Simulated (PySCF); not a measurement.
Computed with PBE-D3(BJ)/def2-TZVP // PBE-D3(BJ)/def2-SVP (PySCF 2.14.0). Gas-phase values, no solvent. 

Reference species (SMILES): `O` (neutral, multiplicity 1).

```
Item              Value
-------------  --------
HOMO           -6.96 eV
dipole moment    2.07 D
```

Changed species: `N` (free base NH3; the reference has free base H2O).

### Question
Predict the effect on the HOMO and dipole moment.

### Answer
the HOMO rises by 0.81 eV, to -6.15 eV; the dipole moment falls by 0.27 D, to 1.80 D.
